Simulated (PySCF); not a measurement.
# Structure from NMR data

The spectra below were simulated for a compound C3H3NO2.

1H NMR (400 MHz, computed): δ 6.28 (br s, 1H), 3.21 (s, 2H).

13C{1H} NMR (computed): δ 175.9 (C), 122.1 (C), 23.8 (CH2).

Theory: J: B3LYP/pcJ-1, coordinates at the PBE0-D3(BJ)/def2-SVP level, GIAO CAM-B3LYP/pcSseg-2 shieldings, in PySCF 2.14 (non-relativistic, a single conformation, no solvent model, fast rotation and ring inversion assumed for equivalent nuclei).

Chemical shifts δ = σref − σ; TMS for 1H (σref 31.34) and 13C (σref 182.55), all at this level.

Question: Propose a structure and justify it.

Answer: 
1. The formula gives 3 degrees of unsaturation (no ring in the answer).
2. 3 carbon signals for 3 carbons: no two carbons are equivalent.
3. Carbon types of the structure: 2 × C, 1 × CH2, leaving 1 H on heteroatoms.
4. δC 175.9: carboxylic acid carbon; it is a carbonyl in resonance with an O or N lone pair, the region of acids, esters and amides.
5. δC 122.1: nitrile carbon; typical of a nitrile.
6. δC 23.8: sp3 CH2 α to a carbonyl; α to the electron-withdrawing carbonyl group.
7. δH 6.28: hydrogen on an acid hydroxyl oxygen; labile proton, position sensitive to the medium.
8. δH 3.21: hydrogen on an sp3 CH2 α to a carbonyl.

These data were computed for cyanoacetic acid.

This is the structure that produced the data.

The OH or NH signal is concentration- and solvent-dependent in practice; the value given is the gas-phase one. Shifts are as computed, not scaled to solution data. Of 1211 compounds with measured shifts, 218 miss one by over three times the rms of a fit or turn the order of signals round; such compounds aren't used in these exercises. Hydrogen bonding in solution deshields acid and N–H amide carbonyl carbons by as much as 10 ppm beyond these values.
